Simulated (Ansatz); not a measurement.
Input (CCSDT(Q)/aug-cc-pVTZ; Ansatz, a quantum-chemistry and plane-wave program):

Ansatz 0.2 input:
```yaml
crystal:
  periodic: [false, false, false]
  atoms:
    - {symbol: C, position_ang: [0.08031907, 0.62025771, 0.00000000]}
    - {symbol: N, position_ang: [0.08031907, -0.56809529, 0.00000000]}
    - {symbol: H, position_ang: [-1.04414793, 0.25512071, 0.00000000]}
basis:
  gaussian:
    orbitals: aug-cc-pVTZ
magnetization: {spin_polarized: false}
correlation: {method: ccsdt_q, electrons: outside_noble_gas}
```

Output:

```
Functional definition: HF
integrals: 0.26 GiB planned
1384 factors; integrals over basis functions are off by at most 1.4e-7 eV
mean field: 0.31 GiB planned
mean field evaluation 1: about -2524.9631 eV, gradient 2.1e1 eV
mean field evaluation 2: about -2524.9628 eV, gradient 2.1e1 eV
mean field evaluation 4: about -2526.0802 eV, gradient 3.2e0 eV
mean field evaluation 8: about -2526.1310 eV, gradient 1.6e-1 eV
mean field evaluation 16: about -2526.1190 eV, gradient 1.2e0 eV
mean field -2526.13137218 eV, -92.8336156542 hartree, gradient 1.3e-6 eV, S^2 0.000000; 0 other end points of the search recorded, 0 dependent functions left out
2 core orbitals not correlated
reference -2526.13137218 eV, -92.8336156542 hartree; 5, 5 occupied and 108, 108 virtual orbitals, 1384 factors
second order -9.33443996 eV of doubles, -0.00000000 eV of singles
coupled cluster: 2.24 GiB planned
cycle   1  -9.17302863 eV  change    1.6e-1 eV  update   1.1e-1
cycle   2  -9.81760739 eV  change   -6.4e-1 eV  update   5.4e-2
cycle   3  -10.20433517 eV  change   -3.9e-1 eV  update   2.5e-2
cycle   4  -10.12148595 eV  change    8.3e-2 eV  update   9.8e-3
cycle   5  -10.09574342 eV  change    2.6e-2 eV  update   6.7e-3
cycle   6  -10.11982828 eV  change   -2.4e-2 eV  update   2.3e-3
cycle   7  -10.12050200 eV  change   -6.7e-4 eV  update   1.3e-3
cycle   8  -10.11829092 eV  change    2.2e-3 eV  update   4.2e-4
cycle   9  -10.11822337 eV  change    6.8e-5 eV  update   2.0e-4
cycle  10  -10.11836309 eV  change   -1.4e-4 eV  update   7.3e-5
cycle  11  -10.11832767 eV  change    3.5e-5 eV  update   3.2e-5
cycle  12  -10.11842423 eV  change   -9.7e-5 eV  update   1.5e-5
cycle  13  -10.11843693 eV  change   -1.3e-5 eV  update   6.1e-6
cycle  14  -10.11844091 eV  change   -4.0e-6 eV  update   2.7e-6
cycle  15  -10.11843973 eV  change    1.2e-6 eV  update   1.1e-6
cycle  16  -10.11844015 eV  change   -4.2e-7 eV  update   5.2e-7
coupled cluster: 2.25 GiB planned
perturbative correction -0.04217208 eV, -0.0015497955 hartree
Total energy: -2536.29198441 eV, -93.2070112666 hartree
```
